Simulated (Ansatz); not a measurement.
# CHAlSi (SMILES [C]1#[Si][AlH]1): functionals against CCSD(T) at one geometry

An exercise on one series of results from a longer session: the logs are not shown, and one member is left open.

Computed with Ansatz 0.2.0, Gaussian basis. Level: single points in def2-TZVPP.

Correlated methods freeze the cores.

## Starting geometry

SMILES `[C]1#[Si][AlH]1`, 4 atoms, charge 0, spin multiplicity 1.

Atoms are counted from 1 here; the program's logs count them from 0.

Bond lengths: C1–Si2 1.797 Å, C1–Al3 1.789 Å, Si2–Al3 2.571 Å, Al3–H4 1.915 Å. Angles: Si2–C1–Al3 91.6°, C1–Si2–Al3 44.1°, C1–Al3–Si2 44.3°, C1–Al3–H4 162.5°, Si2–Al3–H4 152.3°.

Geometry (Å):

```mol
CHAlSi
  3D, bonds by distance, orders not assigned

  4  4  0  0  0  0  0  0  0  0999 V2000
    0.3106    0.7738    1.0975 C   0  0
    0.7292   -0.8869    1.6405 Si  0  0
   -0.1509    0.1813   -0.5258 Al  0  0
   -0.8831    0.0770   -2.2927 H   0  0
  1  2  8  0
  1  3  8  0
  2  3  8  0
  3  4  8  0
M  END
```

Set-up of the first run:

run/in.yaml

```yaml
crystal:
  periodic: [false, false, false]
  atoms:
    - {symbol: C, position_ang: [0.310600, 0.773800, 1.097500]}
    - {symbol: Si, position_ang: [0.729200, -0.886900, 1.640500]}
    - {symbol: Al, position_ang: [-0.150900, 0.181300, -0.525800]}
    - {symbol: H, position_ang: [-0.883100, 0.077000, -2.292700]}
basis:
  gaussian: {orbitals: def2-TZVPP}
correlation: {method: ccsd_t}
output: {forces: true}
```

No record of the launch command was kept for these runs.

Steps of the session up to this table: CCSD(T)/def2-TZVPP; PBE0-D4/def2-TZVPP; wB97M-V/def2-TZVPP; r2SCAN-D4/def2-TZVPP; PBE-D4/def2-TZVPP; SPW92/def2-TZVPP; BHLYP-D4/def2-TZVPP.

One table of the session follows, with a row left open; its other results are not shown here.

```
   method  RMS force component (eV/Å)  angle to CCSD(T) forces (°)  dipole (D)
  CCSD(T)                       1.430                    reference        2.06
  PBE0-D4                       1.477                         10.4        2.14
  wB97M-V                           ?                            ?           ?
r2SCAN-D4                       1.455                          8.0        2.07
   PBE-D4                       1.311                          3.5        1.98
    SPW92                       1.388                         12.0        2.12
 BHLYP-D4                       1.643                         16.4        2.25
```

**Question.** Estimate the row for wB97M-V.

As computed: RMS force component (eV/Å): 1.636; angle to CCSD(T) forces (°): 12.4; dipole (D): 2.21. In the column «RMS force component (eV/Å)» it lies between PBE0-D4 (1.477) and BHLYP-D4 (1.643).

Limits of these values: CCSD(T) in triple zeta still lacks some correlation energy of the bonds, so part of these gaps is its own basis error and they don't rank the functionals.
